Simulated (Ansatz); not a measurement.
# SiF+ (triplet): from Hartree-Fock to the top rungs at distance Si1–F2 = 1.221 Å, 6-31G

How much of the correlation energy of SiF+ (triplet) does each wave-function method recover here?

The runs use Ansatz 0.2.0, Gaussian basis; 6-31G, core rule «outside noble gas», up to 6 orbitals frozen.

The runs, in order: UHF; CCSD(T) on ROHF; CCSD(T) on UHF; BCCD(T) on ROHF; CISD; CCSDT(Q) on ROHF; CCSDT(Q) on UHF; CISDTQ; CCSDTQ on ROHF; CCSDTQ on UHF; CASSCF and MRCISD+Q, 4 electrons in 4 orbitals; CASSCF and NEVPT2, 4 electrons in 4 orbitals; Full CI.

29 further runs of the same task are left out: 9 for a known fault of the program, 14 that didn't finish, 6 set aside as unsound or not needed.

## Step 1: The geometry

The geometry derives from a PBE0/def2-TZVP stationary point (not a proven minimum). One bond is set to the value named and the two fragments are kept rigid.

2 atoms, charge 1, spin multiplicity 3.

Atoms are counted from 1 here; the program's logs count them from 0.

Bond lengths: Si1–F2 1.221 Å.

## Step 2: UHF

Input file in.yaml:

```yaml
crystal:
  periodic: [false, false, false]
  atoms:
    - {symbol: Si, position_ang: [0.000000, 0.000000, 0.000000]}
    - {symbol: F, position_ang: [0.000000, 0.000000, 1.221000]}
basis:
  gaussian: {orbitals: 6-31G}
total_charge: 1
magnetization: {spin_polarized: true, initial_magnetization: 2}
hamiltonian: {xc: hf}
output: {orbitals: {seedname: orbitals}}
```

On the command line:

```
> ansatz run in.yaml --threads 1 --pin off --events-out ev --progress --plain --max-ram 2393MiB
```

The runs that follow: CCSD(T) on ROHF; CCSD(T) on UHF; BCCD(T) on ROHF; CISD; CCSDT(Q) on ROHF; CCSDT(Q) on UHF; CISDTQ; CCSDTQ on ROHF; CCSDTQ on UHF; CASSCF and MRCISD+Q, 4 electrons in 4 orbitals; CASSCF and NEVPT2, 4 electrons in 4 orbitals; Full CI.

**Question.** What will the summary of the whole plan be? Wanted: FCI below the RHF energy; RMP2 from FCI; UMP2 from FCI; RCCSD from FCI; RCCSD(T) from FCI; UCCSD(T) from FCI; RCCSDT(Q) from FCI; UCCSDT(Q) from FCI; NEVPT2 pair from FCI.

As calculated:

| quantity | value |
| --- | --- |
| FCI below the RHF energy | -3.6277 eV |
| RMP2 from FCI | +97.0 meV |
| UMP2 from FCI | +86.2 meV |
| RCCSD from FCI | +62.7 meV |
| RCCSD(T) from FCI | +11.0 meV |
| UCCSD(T) from FCI | +10.4 meV |
| RCCSDT(Q) from FCI | +0.3 meV |
| UCCSDT(Q) from FCI | -1.5 meV |
| NEVPT2 pair from FCI | +29.4 meV |
| MRCISD+Q pair from FCI | +57.6 meV |
| levels within 1 kcal/mol (43 meV) | RCCSD(T), UCCSD(T), BCCD(T), RCCSDT, UCCSDT, CISDTQ, RCCSDT(Q), UCCSDT(Q), RCCSDTQ, UCCSDTQ, NEVPT2 pair |
| T1 diagnostic | 0.018 |
| effectively unpaired electrons | 2.01 |

In words: RCCSD(T) lands +11.0 meV from the yardstick (0.3 % of the correlation energy). One determinant dominates. Of the multireference levels listed NEVPT2 pair comes nearest in total energy (+29.4 meV), which doesn't show that its space is the better one. These misses are within one basis, not against nature; the frozen cores of restricted and unrestricted runs differ, which can shift their rows.
